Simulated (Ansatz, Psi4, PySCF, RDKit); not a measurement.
Noncovalent pair: C2H2 (SMILES C#C) (first 4 atoms) with H2O (SMILES O); geometry from S66by8 set.
(charge 0, multiplicity 1):
| atom | x (Å) | y (Å) | z (Å) |
|---|---|---|---|
| C | -1.1076 | 0.0464 | 0.0364 |
| H | -0.0417 | 0.0161 | 0.0118 |
| C | -2.3195 | 0.0802 | 0.0637 |
| H | -3.3800 | 0.1105 | 0.0883 |
| O | 2.4109 | -0.0781 | -0.0618 |
| H | 2.9813 | -0.6678 | 0.4353 |
| H | 2.9829 | 0.2729 | -0.7471 |

Counterpoise-corrected where a basis set is named; no monomer relaxation. Rows marked so take none.

Frozen-core correlation. Rows in 3-21G, 6-31G* carry no dispersion term and start afresh at each structure (6-31G* with six Cartesian d functions).

Codes used: Ansatz (Gaussian orbitals); Psi4 for SAPT; PySCF for 3-21G rows, 6-31G* rows, the dispersion terms; RDKit for the force fields. Values without a source in brackets are computed.

```
level                          interaction energy (meV)
-----------------------------  ------------------------
MMFF94                                            -34.1
HF/6-31G*                                        -114.1
PBE-D3(BJ)/def2-TZVPPD                           -116.9
PBE-D4/def2-TZVPPD                               -116.7
r2SCAN/def2-TZVPPD                               -102.3
B3LYP/3-21G (no counterpoise)                    -342.4
B3LYP/def2-TZVPPD                                 -92.5
wB97M-V/def2-TZVPPD                              -111.3
SAPT0/jun-cc-pV(D+d)Z                                 …
```

Q: Complete the blanks.

A: 
- SAPT0/jun-cc-pV(D+d)Z, interaction energy (meV): -127.3

Ansatz is a quantum-chemistry and plane-wave program.
